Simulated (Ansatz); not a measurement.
hcp Tc was calculated with rVV10 (plane waves, PAW; Ansatz, a program for electronic structure).

Settings: plane-wave cutoff 520 eV, 24×24×12 k mesh (along the axes of the cell as run), Fermi–Dirac smearing 0.05 eV, no spin polarisation, scalar-relativistic PAW data made under PBE.

Computed at the level's own relaxed cell.

**Question.** Predict the bulk modulus, volume per atom and pressure derivative B′ of the bulk modulus.

**Answer.** 
bulk modulus: 288 GPa
volume per atom: 14.79 Å³/atom
pressure derivative B′ of the bulk modulus: 4.6

The run finds no gap.

Measured, for comparison: bulk modulus 303 GPa (zero-point energy and finite temperature contributions removed; as tabulated in doi:10.1021/acs.jctc.3c00612). Computed (rounded) less measured: bulk modulus -5 %.

Note: the bulk modulus comes from volumes at which shape and atoms were relaxed.

Computed values are for the static lattice.

It cost very roughly 6 core-minutes of CPU time.
